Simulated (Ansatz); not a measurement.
Conformers of `C=CCC=O`, each relaxed with PBE0-D4/def2-TZVP in Ansatz. CBS adds the triple-zeta coupled-cluster correction to the MP2 limit.

Not all of them had a frequency check.

Conformer A:

Cartesian coordinates in Å:
```
C 1.680 0.388 0.758
C 0.389 0.550 0.513
C -0.518 -0.535 0.048
C -1.362 -0.179 -1.145
O -1.397 0.899 -1.669
H 2.169 -0.572 0.623
H 2.298 1.209 1.100
H -0.066 1.528 0.642
H -1.231 -0.822 0.837
H 0.032 -1.454 -0.186
H -1.996 -1.012 -1.522
```

Conformer B:

```xyz
11

C     0.930    0.717   -1.424
C     0.127   -0.148   -0.822
C     0.164   -0.456    0.640
C    -1.142   -0.127    1.315
O    -1.241    0.498    2.333
H     0.858    0.907   -2.488
H     1.690    1.263   -0.874
H    -0.624   -0.674   -1.409
H     0.316   -1.537    0.781
H     0.970    0.071    1.151
H    -2.048   -0.514    0.797
```

**Question.** Which is lowest in electronic energy at CCSD(T)/CBS (frozen core, def2 sets), and by how much? (Estimate.)

**Answer.** Ansatz gave: A; B lies 1.3 kJ/mol higher. Gaps under about 2 kJ/mol don't settle the order.

**Question.** Give the energies relative to A (kJ/mol) with r2SCAN-D4/def2-TZVPP, ωB97M-V/def2-TZVPP, B2PLYP/def2-TZVPP, HF/def2-TZVPP, SCS-MP2/def2-TZVPP, MP2/CBS(def2), CCSD/CBS(def2). (Estimate.)

**Answer.** The calculation gave: 
| level | B |
| --- | --- |
| r2SCAN-D4/def2-TZVPP | 1.7 |
| ωB97M-V/def2-TZVPP | 2.2 |
| B2PLYP/def2-TZVPP | 1.2 |
| HF/def2-TZVPP | 1.2 |
| SCS-MP2/def2-TZVPP | 1.0 |
| MP2/CBS(def2) | 1.1 |
| CCSD/CBS(def2) | 1.4 |
